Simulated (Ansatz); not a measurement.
# CHOSi (quartet): wave-function methods side by side, def2-TZVPP

An exercise on one series of results from a longer session: the logs are not shown, and one member is left open.

Method: def2-TZVPP, core rule «outside noble gas», up to 7 orbitals frozen; program: Ansatz 0.2.0, Gaussian basis.

Plan: UHF; ROHF; CCSD(T) on UHF.

2 further runs of the same task are left out: 2 set aside as unsound or not needed.

### The system

The geometry is a PBE0/def2-TZVP stationary point (not a proven minimum) of the parent state, kept for this charge and spin.

4 atoms, charge 0, spin multiplicity 4.

Atoms are counted from 1 here; the program's logs count them from 0.

Bond lengths: C1–O2 1.287 Å, C1–H4 1.117 Å, O2–Si3 1.632 Å. Angles: O2–C1–H4 105.9°, C1–O2–Si3 170.9°.

Set-up of the first run:

Contents of in.yaml:

```yaml
crystal:
  periodic: [false, false, false]
  atoms:
    - {symbol: C, position_ang: [0.000000, -0.161310, 1.776890]}
    - {symbol: O, position_ang: [0.000000, 0.032795, 0.504320]}
    - {symbol: Si, position_ang: [0.000000, 0.019652, -1.127630]}
    - {symbol: H, position_ang: [0.000000, 0.854039, 2.241729]}
basis:
  gaussian: {orbitals: def2-TZVPP}
magnetization: {spin_polarized: true, initial_magnetization: 3}
hamiltonian: {xc: hf}
output: {orbitals: {seedname: orbitals}}
```

Run with:

```bash
> ansatz run in.yaml --threads 1 --pin off --events-out ev --progress --plain --max-ram 4096MiB --backend cpu
```

Steps of the session up to this table: UHF; ROHF; CCSD(T) on UHF.

One of the session's tables, all rows but one given; the rest of the session is left out.

```
  method  from UCCSD(T) (meV)
    ROHF             +12776.6
     UHF             +12495.4
    UMP2              +1279.8
   UCCSD                    ?
UCCSD(T)                    0
```

Estimate the missing values for UCCSD.

As computed: from UCCSD(T) (meV): +510.5. In the column «from UCCSD(T) (meV)» it lies between UCCSD(T) (0) and UMP2 (+1279.8).
